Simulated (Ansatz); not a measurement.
Ansatz (a first-principles code) input (CCSD(T)/cc-pVTZ):

Ansatz 0.2 input:
```yaml
crystal:
  periodic: [false, false, false]
  atoms:
    - {symbol: C, position_ang: [0.00000034, -0.00879282, 0.11429267]}
    - {symbol: C, position_ang: [0.00063634, 0.06997282, 1.38676583]}
    - {symbol: C, position_ang: [-0.00016681, 0.04932928, -1.23370407]}
    - {symbol: H, position_ang: [-0.00240573, -0.82834392, 2.00699519]}
    - {symbol: H, position_ang: [0.92338430, 0.07933898, -1.80581793]}
    - {symbol: H, position_ang: [-0.92379778, 0.08594923, -1.80530386]}
basis:
  gaussian:
    orbitals: cc-pVTZ
total_charge: -1
magnetization: {spin_polarized: false}
correlation: {method: ccsd_t, electrons: outside_noble_gas}
```

Output:

```
Functional definition: HF
integrals: 0.24 GiB planned
751 factors; integrals over basis functions are off by at most 1.4e-3 eV
mean field: 0.27 GiB planned
mean field evaluation 1: about -3134.8582 eV, gradient 2.1e1 eV
mean field evaluation 2: about -3134.8615 eV, gradient 2.1e1 eV
mean field evaluation 4: about -3136.4257 eV, gradient 4.3e0 eV
mean field evaluation 8: about -3136.5039 eV, gradient 1.9e-1 eV
mean field evaluation 16: about -3136.4911 eV, gradient 9.5e-1 eV
mean field -3136.50450821 eV, -115.2644146778 hartree, gradient 6.3e-6 eV, S^2 0.000000; 0 other end points of the search recorded, 0 dependent functions left out
3 core orbitals not correlated
reference -3136.50450821 eV, -115.2644146778 hartree; 8, 8 occupied and 121, 121 virtual orbitals, 751 factors
second order -13.33891685 eV of doubles, -0.00000000 eV of singles
coupled cluster: 0.49 GiB planned
cycle   1  -13.36264356 eV  change   -2.4e-2 eV  update   9.9e-2
cycle   2  -13.75098666 eV  change   -3.9e-1 eV  update   3.1e-2
cycle   3  -13.84668584 eV  change   -9.6e-2 eV  update   1.8e-2
cycle   4  -13.83927158 eV  change    7.4e-3 eV  update   5.7e-3
cycle   5  -13.83824702 eV  change    1.0e-3 eV  update   3.0e-3
cycle   6  -13.83844060 eV  change   -1.9e-4 eV  update   1.0e-3
cycle   7  -13.83798682 eV  change    4.5e-4 eV  update   4.9e-4
cycle   8  -13.83799056 eV  change   -3.7e-6 eV  update   1.7e-4
cycle   9  -13.83802443 eV  change   -3.4e-5 eV  update   6.4e-5
cycle  10  -13.83799841 eV  change    2.6e-5 eV  update   2.1e-5
cycle  11  -13.83801282 eV  change   -1.4e-5 eV  update   8.4e-6
cycle  12  -13.83801644 eV  change   -3.6e-6 eV  update   2.4e-6
perturbative correction -0.73473620 eV, -0.0270010575 hartree
Total energy: -3151.07726086 eV, -115.7999534596 hartree
```

It need not be the lowest isomer of its formula. Whether it binds its extra electron was not tested at this geometry.
